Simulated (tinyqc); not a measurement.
Inside a calculation. Method: RKS/PBE0 in the sto-3g basis, for H2O, spin multiplicity 1. One step of it, computed by the program tinyqc.

Problem. Iteration 1: diagonalisation and new density. Diagonalise F' = X^T F X, C = X C', fill 5 alpha and 5 beta electrons from the bottom; D = 2 C_occ C_occ^T. Each column has its largest component positive (the first on a tie).

Kohn-Sham matrix F (hartree), order 1O 1s, 1O 2s, 1O 2px, 1O 2py, 1O 2pz, 2H 1s, 3H 1s:
$$\begin{pmatrix}
-24.635690 & -5.790772 & 0.000000 & -0.009877 & -0.042842 & -1.527108 & -1.252706 \\
-5.790772 & -3.308076 & 0.000000 & -0.038355 & -0.117792 & -1.291230 & -1.094455 \\
0.000000 & 0.000000 & -1.575310 & 0.000000 & 0.000000 & 0.000000 & 0.000000 \\
-0.009877 & -0.038355 & 0.000000 & -1.629585 & -0.005797 & -0.505461 & 0.424962 \\
-0.042842 & -0.117792 & 0.000000 & -0.005797 & -1.581301 & -0.356126 & -0.313034 \\
-1.527108 & -1.291230 & 0.000000 & -0.505461 & -0.356126 & -0.755124 & -0.401828 \\
-1.252706 & -1.094455 & 0.000000 & 0.424962 & -0.313034 & -0.401828 & -0.542675
\end{pmatrix}$$

X, order 1O 1s, 1O 2s, 1O 2px, 1O 2py, 1O 2pz, 2H 1s, 3H 1s:
$$\begin{pmatrix}
-0.280641 & 0.121128 & 0.763522 & 0.000000 & -0.608522 & -0.007081 & 0.156346 \\
1.163803 & -0.380863 & -0.269739 & 0.000000 & -0.270638 & -0.016253 & 0.432114 \\
0.000000 & 0.000000 & 0.000000 & 1.000000 & 0.000000 & 0.000000 & 0.000000 \\
0.374698 & 0.903224 & -0.003121 & 0.000000 & 0.014413 & 0.672028 & 0.023321 \\
0.476049 & -0.162774 & 0.643641 & 0.000000 & 0.669887 & -0.014780 & 0.176718 \\
-1.079822 & -0.560224 & -0.150875 & 0.000000 & 0.123006 & 0.346803 & 0.390836 \\
-0.368174 & 1.055604 & -0.163086 & 0.000000 & 0.128425 & -0.398296 & 0.352685
\end{pmatrix}$$

Give: F' = X^T F X; orbital energies; coefficients C; D after iteration 1.

Solution.

F' = X^T F X (hartree):
$$\begin{pmatrix}
-0.885 & 0.255 & 1.733 & 0.000 & -1.593 & -0.233 & -0.217 \\
0.255 & -0.451 & -0.920 & 0.000 & 0.860 & -0.656 & -0.048 \\
1.733 & -0.920 & -12.328 & 0.000 & 10.312 & 0.177 & -4.781 \\
0.000 & 0.000 & 0.000 & -1.575 & 0.000 & 0.000 & 0.000 \\
-1.593 & 0.860 & 10.312 & 0.000 & -11.464 & -0.162 & 4.690 \\
-0.233 & -0.656 & 0.177 & 0.000 & -0.162 & -1.267 & 0.013 \\
-0.217 & -0.048 & -4.781 & 0.000 & 4.690 & 0.013 & -3.552
\end{pmatrix}$$

orbital energies (hartree): MO1 -24.636, MO2 -2.122, MO3 -1.640, MO4 -1.575, MO5 -1.559, MO6 -0.037, MO7 0.047

coefficients C, order 1O 1s, 1O 2s, 1O 2px, 1O 2py, 1O 2pz, 2H 1s, 3H 1s:
$$\begin{pmatrix}
1.001 & -0.247 & 0.017 & 0.000 & 0.051 & 0.078 & 0.015 \\
-0.003 & 1.100 & -0.072 & 0.000 & -0.208 & -0.749 & -0.114 \\
0.000 & 0.000 & 0.000 & 1.000 & 0.000 & 0.000 & 0.000 \\
0.000 & 0.091 & 1.048 & 0.000 & 0.044 & -0.176 & 0.519 \\
0.001 & 0.273 & -0.061 & 0.000 & 0.985 & -0.310 & -0.050 \\
0.001 & -0.122 & -0.077 & 0.000 & -0.037 & 1.114 & -0.726 \\
0.001 & -0.094 & 0.092 & 0.000 & -0.033 & 0.578 & 1.106
\end{pmatrix}$$

D after iteration 1, order 1O 1s, 1O 2s, 1O 2px, 1O 2py, 1O 2pz, 2H 1s, 3H 1s:
$$\begin{pmatrix}
2.130 & -0.572 & 0.000 & -0.005 & -0.034 & 0.056 & 0.048 \\
-0.572 & 2.518 & 0.000 & 0.031 & 0.201 & -0.243 & -0.207 \\
0.000 & 0.000 & 2.000 & 0.000 & 0.000 & 0.000 & 0.000 \\
-0.005 & 0.031 & 0.000 & 2.217 & 0.009 & -0.186 & 0.172 \\
-0.034 & 0.201 & 0.000 & 0.009 & 2.099 & -0.130 & -0.128 \\
0.056 & -0.243 & 0.000 & -0.186 & -0.130 & 0.044 & 0.011 \\
0.048 & -0.207 & 0.000 & 0.172 & -0.128 & 0.011 & 0.037
\end{pmatrix}$$
